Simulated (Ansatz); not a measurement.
**AlH3F− (SMILES [H][Al-]([H])([H])[F]): methods side by side**

The species is AlH3F− (5 atoms), meant as a singlet with charge -1. SMILES: `[H][Al-]([H])([H])[F]`. Geometry: a GFN2-xTB relaxation, a rough one for these elements and not checked as a minimum.

```xyz
5

Al   -0.0006    0.0002   -0.0375
F     0.0114   -0.0193    1.6579
H     1.5299    0.0115   -0.5503
H    -0.7746    1.3326   -0.5198
H    -0.7662   -1.3250   -0.5502
```

Each level gives the energy change with the Al1–H3 bond stretched from 1.614 to 2.018 Å (eV). The values are calculated.

| level | kind | program | value (eV) | less FCI/STO-3G | CPU time (all runs) |
| --- | --- | --- | --- | --- | --- |
| HF/STO-3G (restricted) | Hartree–Fock | Ansatz | 1.61 | +0.27 | 0.14 s |
| SVWN5/STO-3G (restricted) | LDA | Ansatz | 1.14 | -0.20 | 1 s |
| B3LYP/STO-3G (restricted) | global hybrid | Ansatz | 1.19 | -0.15 | 1.6 s |
| wB97X/STO-3G (restricted) | range-separated hybrid | Ansatz | 1.30 | -0.04 | 6.8 s |
| MP2/STO-3G (restricted) | perturbation theory | Ansatz | 1.44 | +0.10 | 0.14 s |
| CCSD/STO-3G (restricted) | coupled cluster or CI | Ansatz | 1.35 | +0.01 | 0.2 s |
| CCSDT(Q)/STO-3G (restricted) | coupled cluster or CI | Ansatz | 1.34 | 0.00 | 0.35 s |
| CCSDT/STO-3G (restricted) | coupled cluster or CI | Ansatz | 1.34 | 0.00 | 0.31 s |
| FCI/STO-3G | exact in the basis | Ansatz | 1.34 | 0.00 | 0.79 s |

FCI/STO-3G is exact within its basis and frozen core, so for wave-function methods in that basis the difference is their error; functionals converge differently with the basis, so for them it is only a difference. Sets without diffuse functions describe the anion poorly. The first shape isn't each level's own minimum. The values span 1.14 to 1.61 eV. All rows use very small basis sets, so even the best lies far from the true value. CPU times are rough (shared hosts, several kinds of processor): they show what a rung costs within a factor of a few.
